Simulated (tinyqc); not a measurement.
G0W0 on RHF in the sto-3g basis, for HF, spin multiplicity 1, step by step. Computed by tinyqc, a small Python program that keeps every step (integrals from PySCF). Settings: charge = 0, multiplicity = 1, basis = sto-3g, method = RHF, energy threshold = 1e-10, iteration cap = 82, orthogonalisation = symmetric, start = core, DIIS depth = 6. Command: `OMP_NUM_THREADS=1 python tinyqc.py 28887 28888 out.jsonl` (the two numbers bound the seeds that draw the settings). One thread of a shared host (Intel(R) Xeon(R) Processor @ 2.60GHz), about 0.05 s of CPU time with the checks. The early iterations of the SCF are left out here.

## One-electron integrals

Geometry (angstrom):
```
atom       x       y       z
F     0.0000  0.0000  0.0000
H     0.0000  0.0000  0.8850
```

Basis sto-3g: exponents (1/bohr^2) and contraction coefficients of normalised primitives:
```
element  l (shell)  exponent  coefficient
F            s (1)  166.6791       0.1543
F            s (1)   30.3608       0.5353
F            s (1)    8.2168       0.4446
F            s (2)    6.4648      -0.1000
F            s (2)    1.5023       0.3995
F            s (2)    0.4886       0.7001
F            p (3)    6.4648       0.1559
F            p (3)    1.5023       0.6077
F            p (3)    0.4886       0.3920
H            s (1)    3.4253       0.1543
H            s (1)    0.6239       0.5353
H            s (1)    0.1689       0.4446
```

Overlap, kinetic and nuclear-attraction integrals over the contracted functions; the nuclear repulsion is the sum of Za Zb / Rab.

nuclear repulsion = 5.381463 hartree

overlap S:
```
         1F 1s   1F 2s  1F 2px  1F 2py  1F 2pz   2H 1s
1F 1s   1.0000  0.2380  0.0000  0.0000  0.0000  0.0534
1F 2s   0.2380  1.0000  0.0000  0.0000  0.0000  0.4706
1F 2px  0.0000  0.0000  1.0000  0.0000  0.0000  0.0000
1F 2py  0.0000  0.0000  0.0000  1.0000  0.0000  0.0000
1F 2pz  0.0000  0.0000  0.0000  0.0000  1.0000  0.3600
2H 1s   0.0534  0.4706  0.0000  0.0000  0.3600  1.0000
```

kinetic energy T (hartree):
```
          1F 1s    1F 2s  1F 2px  1F 2py  1F 2pz   2H 1s
1F 1s   36.9846  -0.2129  0.0000  0.0000  0.0000  0.0029
1F 2s   -0.2129   1.0380  0.0000  0.0000  0.0000  0.1466
1F 2px   0.0000   0.0000  3.2480  0.0000  0.0000  0.0000
1F 2py   0.0000   0.0000  0.0000  3.2480  0.0000  0.0000
1F 2pz   0.0000   0.0000  0.0000  0.0000  3.2480  0.3007
2H 1s    0.0029   0.1466  0.0000  0.0000  0.3007  0.7600
```

nuclear attraction V (hartree):
```
           1F 1s     1F 2s    1F 2px    1F 2py    1F 2pz    2H 1s
1F 1s   -77.6075   -9.3191    0.0000    0.0000   -0.0162  -2.1567
1F 2s    -9.3191  -12.1332    0.0000    0.0000   -0.1914  -4.4791
1F 2px    0.0000    0.0000  -11.9979    0.0000    0.0000   0.0000
1F 2py    0.0000    0.0000    0.0000  -11.9979    0.0000   0.0000
1F 2pz   -0.0162   -0.1914    0.0000    0.0000  -12.1253  -3.0586
2H 1s    -2.1567   -4.4791    0.0000    0.0000   -3.0586  -6.3484
```

core Hamiltonian H = T + V (hartree):
```
           1F 1s     1F 2s   1F 2px   1F 2py   1F 2pz    2H 1s
1F 1s   -40.6229   -9.5320   0.0000   0.0000  -0.0162  -2.1538
1F 2s    -9.5320  -11.0952   0.0000   0.0000  -0.1914  -4.3325
1F 2px    0.0000    0.0000  -8.7499   0.0000   0.0000   0.0000
1F 2py    0.0000    0.0000   0.0000  -8.7499   0.0000   0.0000
1F 2pz   -0.0162   -0.1914   0.0000   0.0000  -8.8772  -2.7579
2H 1s    -2.1538   -4.3325   0.0000   0.0000  -2.7579  -5.5884
```

## Two-electron integrals

Functions are numbered as in S; the eight-fold symmetry (ij|kl) = (ji|kl) = (kl|ij) leaves the list below.

Two-electron integrals (ij|kl) in chemists' order, unique and non-zero (hartree):
```
(11|11) 5.4035   (21|11) 0.8419   (21|21) 0.1563   (22|11) 1.2680
(22|21) 0.2923   (22|22) 0.9262   (31|31) 0.0280   (32|31) 0.0432
(32|32) 0.2046   (33|11) 1.2645   (33|21) 0.2924   (33|22) 0.9260
(33|33) 0.9975   (41|41) 0.0280   (42|41) 0.0432   (42|42) 0.2046
(43|43) 0.0538   (44|11) 1.2645   (44|21) 0.2924   (44|22) 0.9260
(44|33) 0.8900   (44|44) 0.9975   (51|51) 0.0280   (52|51) 0.0432
(52|52) 0.2046   (53|53) 0.0538   (54|54) 0.0538   (55|11) 1.2645
(55|21) 0.2924   (55|22) 0.9260   (55|33) 0.8900   (55|44) 0.8900
(55|55) 0.9975   (61|11) 0.1922   (61|21) 0.0353   (61|22) 0.0656
(61|33) 0.0655   (61|44) 0.0655   (61|51) 0.0014   (61|52) 0.0027
(61|55) 0.0658   (61|61) 0.0081   (62|11) 0.4488   (62|21) 0.1047
(62|22) 0.3657   (62|33) 0.3606   (62|44) 0.3606   (62|51) 0.0070
(62|52) 0.0532   (62|55) 0.3755   (62|61) 0.0239   (62|62) 0.1722
(63|31) 0.0114   (63|32) 0.0659   (63|53) 0.0114   (63|63) 0.0266
(64|41) 0.0114   (64|42) 0.0659   (64|54) 0.0114   (64|64) 0.0266
(65|11) 0.2884   (65|21) 0.0682   (65|22) 0.2552   (65|33) 0.2440
(65|44) 0.2440   (65|51) 0.0155   (65|52) 0.1016   (65|55) 0.2773
(65|61) 0.0163   (65|62) 0.1473   (65|65) 0.1518   (66|11) 0.5683
(66|21) 0.1347   (66|22) 0.5395   (66|33) 0.5204   (66|44) 0.5204
(66|51) 0.0124   (66|52) 0.1281   (66|55) 0.5769   (66|61) 0.0311
(66|62) 0.3127   (66|65) 0.3106   (66|66) 0.7746
```

## Orthogonalisation

S = U s U^T; symmetric (Loewdin) form X = U s^(-1/2) U^T, so that X^T S X = 1.

eigenvalues of S: 0.3907  0.8459  1.0000  1.0000  1.1219  1.6414

X:
```
          1F 1s    1F 2s  1F 2px  1F 2py   1F 2pz    2H 1s
1F 1s    1.0234  -0.1344  0.0000  0.0000  -0.0082   0.0237
1F 2s   -0.1344   1.1406  0.0000  0.0000   0.0887  -0.3136
1F 2px   0.0000   0.0000  1.0000  0.0000   0.0000   0.0000
1F 2py   0.0000   0.0000  0.0000  1.0000   0.0000   0.0000
1F 2pz  -0.0082   0.0887  0.0000  0.0000   1.0665  -0.2358
2H 1s    0.0237  -0.3136  0.0000  0.0000  -0.2358   1.1812
```

## Iteration 7 (converged): orbitals

converged F (hartree):
```
           1F 1s    1F 2s   1F 2px   1F 2py   1F 2pz    2H 1s
1F 1s   -25.8873  -6.6229   0.0000   0.0000  -0.0257  -1.5069
1F 2s    -6.6229  -3.0535   0.0000   0.0000  -0.1141  -1.2201
1F 2px    0.0000   0.0000  -0.4654   0.0000   0.0000   0.0000
1F 2py    0.0000   0.0000   0.0000  -0.4654   0.0000   0.0000
1F 2pz   -0.0257  -0.1141   0.0000   0.0000  -0.3874  -0.5980
2H 1s    -1.5069  -1.2201   0.0000   0.0000  -0.5980  -0.6521
```

Diagonalise F' = X^T F X, C = X C', fill 5 alpha and 5 beta electrons from the bottom; D = 2 C_occ C_occ^T. Each column has its largest component positive (the first on a tie).

F' = X^T F X (hartree):
```
          1        2        3        4        5        6
1  -25.4109  -3.4145   0.0000   0.0000  -0.0527  -0.2368
2   -3.4145  -1.7199   0.0000   0.0000   0.1055  -0.6210
3    0.0000   0.0000  -0.4654   0.0000   0.0000   0.0000
4    0.0000   0.0000   0.0000  -0.4654   0.0000   0.0000
5   -0.0527   0.1055   0.0000   0.0000  -0.1682  -0.6038
6   -0.2368  -0.6210   0.0000   0.0000  -0.6038  -0.0116
```

orbital energies (hartree): MO1 -25.8973, MO2 -1.4820, MO3 -0.5945, MO4 -0.4654, MO5 -0.4654, MO6 0.6632

coefficients C:
```
            MO1      MO2      MO3     MO4      MO5      MO6
1F 1s    0.9947  -0.2479   0.0860  0.0000   0.0000   0.0886
1F 2s    0.0230   0.9269  -0.4545  0.0000   0.0000  -0.5992
1F 2px   0.0000   0.0000   0.0000  0.9433  -0.3320   0.0000
1F 2py   0.0000   0.0000   0.0000  0.3320   0.9433   0.0000
1F 2pz   0.0032   0.1005   0.7061  0.0000   0.0000  -0.8320
2H 1s   -0.0062   0.1650   0.5101  0.0000   0.0000   1.1235
```

D after iteration 7:
```
          1F 1s    1F 2s  1F 2px  1F 2py   1F 2pz    2H 1s
1F 1s    2.1164  -0.4919  0.0000  0.0000   0.0780  -0.0064
1F 2s   -0.4919   2.1324  0.0000  0.0000  -0.4553  -0.1582
1F 2px   0.0000   0.0000  2.0000  0.0000   0.0000   0.0000
1F 2py   0.0000   0.0000  0.0000  2.0000   0.0000   0.0000
1F 2pz   0.0780  -0.4553  0.0000  0.0000   1.0174   0.7535
2H 1s   -0.0064  -0.1582  0.0000  0.0000   0.7535   0.5750
```

Within a degenerate level the vectors are fixed only up to a rotation; this is one choice.

## Convergence

Stop when the energy changes by less than 1e-10 hartree and every element of the error matrix X^T (F D S - S D F) X is below 3e-06.

Course of the cycle:
```
iteration  E (hartree)     change  largest element of the error matrix
1           -97.789546          -                             7.97e-01
2           -98.549880  -7.60e-01                             1.76e-01
3           -98.565402  -1.55e-02                             9.42e-03
4           -98.565443  -4.09e-05                             1.55e-04
5           -98.565443  -2.35e-08                             1.95e-05
6           -98.565443  -1.72e-10                             9.10e-08
7           -98.565443  -4.26e-14                             5.94e-12
```

PySCF RHF in the same basis = -98.565443 hartree

Converged in 7 iterations.

## Integrals over molecular orbitals

(pq|rs) = sum C_ip C_jq C_kr C_ls (ij|kl), one index at a time.

one-electron integrals over orbitals h = C^T H C (hartree):
```
          1        2        3        4        5        6
1  -40.6044   0.6984  -0.2325   0.0000   0.0000  -0.2421
2    0.6984  -9.1648   0.5474   0.0000   0.0000   1.2699
3   -0.2325   0.5474  -7.7734   0.0000   0.0000   1.7786
4    0.0000   0.0000   0.0000  -8.7499   0.0000   0.0000
5    0.0000   0.0000   0.0000   0.0000  -8.7499   0.0000
6   -0.2421   1.2699   1.7786   0.0000   0.0000  -6.1174
```

Two-electron integrals over orbitals (pq|rs), unique and non-zero (hartree):
```
(11|11) 5.3619    (21|11) -0.5000   (21|21) 0.0739    (22|11) 1.1931
(22|21) -0.0188   (22|22) 0.8576    (31|11) 0.1733    (31|21) -0.0231
(31|22) 0.0151    (31|31) 0.0248    (32|11) -0.1441   (32|21) 0.0094
(32|22) -0.0086   (32|31) 0.0210    (32|32) 0.1585    (33|11) 1.0305
(33|21) -0.0120   (33|22) 0.7642    (33|31) -0.0065   (33|32) -0.0580
(33|33) 0.7909    (41|41) 0.0296    (42|41) 0.0388    (42|42) 0.1785
(43|41) -0.0124   (43|42) -0.0456   (43|43) 0.0515    (44|11) 1.2640
(44|21) -0.0143   (44|22) 0.8750    (44|31) 0.0050    (44|32) -0.0767
(44|33) 0.7712    (44|44) 0.9975    (51|51) 0.0296    (52|51) 0.0388
(52|52) 0.1785    (53|51) -0.0124   (53|52) -0.0456   (53|53) 0.0515
(54|54) 0.0538    (55|11) 1.2640    (55|21) -0.0143   (55|22) 0.8750
(55|31) 0.0050    (55|32) -0.0767   (55|33) 0.7712    (55|44) 0.8900
(55|55) 0.9975    (61|11) 0.1803    (61|21) -0.0293   (61|22) -0.0007
(61|31) -0.0074   (61|32) -0.0253   (61|33) 0.0143    (61|44) 0.0049
(61|55) 0.0049    (61|61) 0.0274    (62|11) -0.2637   (62|21) 0.0055
(62|22) -0.1365   (62|31) -0.0203   (62|32) -0.0382   (62|33) -0.0443
(62|44) -0.1359   (62|55) -0.1359   (62|61) 0.0147    (62|62) 0.0993
(63|11) -0.3404   (63|21) 0.0061    (63|22) -0.1495   (63|31) 0.0024
(63|32) 0.0933    (63|33) -0.1304   (63|44) -0.1847   (63|55) -0.1847
(63|61) -0.0066   (63|62) 0.0600    (63|63) 0.1635    (64|41) -0.0115
(64|42) -0.0450   (64|43) -0.0123   (64|64) 0.0321    (65|51) -0.0115
(65|52) -0.0450   (65|53) -0.0123   (65|65) 0.0321    (66|11) 0.8955
(66|21) -0.0088   (66|22) 0.6915    (66|31) 0.0172    (66|32) 0.0757
(66|33) 0.6694    (66|44) 0.6556    (66|55) 0.6556    (66|61) -0.0101
(66|62) -0.0688   (66|63) -0.0121   (66|66) 0.7182
```

## Screening: direct RPA

With D = e_a - e_i and K = (ia|jb): diagonalise D^(1/2) (D + 4K) D^(1/2) = Z w^2 Z^T; X + Y = D^(1/2) Z w^(-1/2), each column of Z with its largest component positive (the first on a tie); E_c = (sum w - tr (D + 2K)) / 2.

D^(1/2) (D + 4K) D^(1/2) (hartree^2):
```
          1>6     2>6      3>6     4>6     5>6
1>6  708.3652  0.4440  -0.1525  0.0000  0.0000
2>6    0.4440  5.4540   0.3940  0.0000  0.0000
3>6   -0.1525  0.3940   2.4042  0.0000  0.0000
4>6    0.0000  0.0000   0.0000  1.4186  0.0000
5>6    0.0000  0.0000   0.0000  0.0000  1.4186
```

excitation energies w (hartree): 1.1910  1.1910  1.5343  2.3460  26.6151

X + Y:
```
          1        2        3        4       5
1>6  0.0000   0.0000   0.0012  -0.0020  0.9990
2>6  0.0000   0.0000  -0.1491   0.9486  0.0002
3>6  0.0000   0.0000   0.8981   0.0923  0.0000
4>6  0.0337   0.9728   0.0000   0.0000  0.0000
5>6  0.9728  -0.0337   0.0000   0.0000  0.0000
```

RPA correlation energy = -0.025833 hartree

Within a degenerate level the vectors are fixed only up to a rotation; this is one choice.

## G0W0 on Hartree-Fock: HOMO

W(p,q,m) = sqrt2 sum_ia (pq|ia) (X+Y)_ia,m; Sigma_c(x) = sum_(i,m) W^2/(x - e_i + w_m) + sum_(a,m) W^2/(x - e_a - w_m); solve x = e_p + Sigma_c(x) by Newton steps; Z = 1/(1 - dSigma/dx); 1 hartree = 27.211386 eV.

The 12 largest terms at x = e_p (hartree; W for the signs of X + Y given):
```
q  m        W       term
5  3  -0.2059     0.0276
5  4  -0.2064     0.0182
2  1  -0.0620     0.0017
6  1   0.0442    -0.0008
3  1  -0.0170   2.18e-04
1  1  -0.0159   9.45e-06
2  2   0.0021   2.08e-06
5  5   0.0069   1.77e-06
6  2  -0.0015  -1.01e-06
3  2   0.0006   2.61e-07
1  2   0.0005   1.13e-08
```

Newton steps (hartree):
```
step        x  Sigma_c(x)       Z
0     -0.4654      0.0469  0.9736
1     -0.4197      0.0457  0.9749
2     -0.4197      0.0457  0.9749
```

quasiparticle energy of the HOMO = -11.4194 eV

Hartree-Fock value = -12.6634 eV

## G0W0 on Hartree-Fock: LUMO

As before.

The 12 largest terms at x = e_p (hartree; W for the signs of X + Y given):
```
q  m        W       term
3  3   0.1950     0.0136
2  4   0.1410     0.0044
6  4  -0.0938    -0.0038
3  4   0.1018     0.0029
4  2   0.0442     0.0008
5  1   0.0442     0.0008
2  3   0.0552     0.0008
1  5   0.0387   2.81e-05
2  5   0.0208   1.50e-05
1  4   0.0188   1.22e-05
6  5  -0.0142  -7.61e-06
1  3  -0.0114   4.65e-06
```

Newton steps (hartree):
```
step       x  Sigma_c(x)       Z
0     0.6632      0.0197  0.9909
1     0.6827      0.0196  0.9909
2     0.6827      0.0196  0.9909
```

quasiparticle energy of the LUMO = 18.5777 eV

Hartree-Fock value = 18.0453 eV
